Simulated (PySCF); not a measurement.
Gas-phase reaction: 2 SiF3NH2 + SiH2(NH2)2 ⇌ 2 SiHF3 + Si(NH2)4

Method: PySCF energies plus ideal-gas RRHO corrections (1 bar). † marks an energy on the PBE0/def2-TZVP geometry and frequencies. All species are closed-shell singlets. SiF3NH2, SiH2(NH2)2, Si(NH2)4: computed as isolated molecules; such fragments, hydroxides, amides, oligomers or adducts are transient or little studied in the gas.

LDA/def2-TZVP† gives ΔH°(298 K) = 10 kJ.

What do PBE0/def2-SVP†, BLYP/def2-TZVP†, HF/def2-TZVP† give?

PBE0/def2-SVP†: 25 kJ; BLYP/def2-TZVP†: 8 kJ; HF/def2-TZVP†: 21 kJ. For scale, ΔH°(298 K) is 10 kJ at this level, 8 kJ at ωB97M-V/def2-TZVP†, and runs from -9 to 25 kJ over the 18 levels computed.
